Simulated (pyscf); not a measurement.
A first-order saddle from PySCF, ωB97X-D3(BJ)/def2-SVP:

```xyz
10

O     -1.2495     0.0569    -0.2713
Si    -2.8397    -0.0447     0.0004
H      0.3069     0.1083     0.1940
H     -3.6387    -0.3387    -1.2445
H     -3.2094    -1.1317     0.9785
H     -3.4499     1.2150     0.5678
N      0.9914     0.4603    -0.5669
H      0.0583     0.5312    -1.1109
H      1.4405     1.3521    -0.3634
H      1.6433    -0.2399    -0.9180
```
Charge 0, spin multiplicity 1.

Surface: singlet, charge 0. Lowest wavenumbers (cm⁻¹): 970i, 37, 41, 109, 286.

Question: Which two sides does it connect, and which bonds change?

Answer: `[OH][SiH3]` + `[NH3]` ⇌ `[OH][SiH3]` + `[NH3]`, a four-centre exchange read from left to right: H–O, H–N broken and H–O, H–N formed. At CCSD(T)/def2-TZVPP + ΔMP2(QZVPP) it lies +1.25 eV from the left side and +1.25 eV from the right (each side as separated species at their lowest minima found). On the reactant side the descent ends in a bound adduct, 0.42 eV under the separated species and 1.62 eV under the saddle at ωB97X-D3(BJ)/def2-TZVP. On the product side the descent ends in a bound adduct, 0.42 eV under the separated species and 1.62 eV under the saddle at ωB97X-D3(BJ)/def2-TZVP. This is the saddle that the search found; another between the same sides may lie lower. The CCSD(T) − MP2 part came from Ansatz, without density fitting, on the same reference.
